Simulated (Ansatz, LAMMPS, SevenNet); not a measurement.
**Lattice parameter a of corundum (α-Al2O3): levels of theory against measurement**

Reference value: 4.759 Å (measured, temperature not stated, no zero-point or thermal correction; as tabulated in Lallet et al. (2009), arXiv:0801.3594).

```csv
level (code),value (Å)
"ionic model lewis1985b (shell model, LAMMPS)",4.719
SevenNet-0 (SevenNet),4.807
LDA (Ansatz),?
PBE (Ansatz),4.809
rVV10 (Ansatz),?
r²SCAN (Ansatz),4.759
HSE06 (Ansatz),4.753
```

Problem. Complete the blanks.

Solution. 
- LDA (Ansatz, a quantum-chemistry and plane-wave program), value (Å): 4.730
- rVV10 (Ansatz), value (Å): 4.819

Differences against the reference: ionic model lewis1985b -0.84 %, SevenNet-0 +1.01 %, LDA -0.61 %, PBE +1.05 %, rVV10 +1.26 %, r²SCAN 0.00 %, HSE06 -0.13 %.

Leaving aside ionic model lewis1985b, which can be fitted to such values or carry a doubt: The reference's temperature isn't stated, so close values are not ranked against it. Off by more than 1.25 % (a bound picked here): rVV10 (+1.26 %).

The measured value isn't corrected to a static lattice, so vibrations enter the comparison. A static lattice is as a rule a little smaller than the measured one.  Cutoffs and k meshes differ between the levels. Ansatz's density-functional and Hartree–Fock values are scalar-relativistic unless marked +SOC, with PAW data made under PBE.

Empirical potentials (ionic model lewis1985b) are fitted to chosen data, which need not cover the solid at hand: agreement can be built in, and what lay outside the fit can be far off. Machine-learned potentials (SevenNet-0) are trained on DFT data, which may include these solids.

Differences are worked out from the printed values.
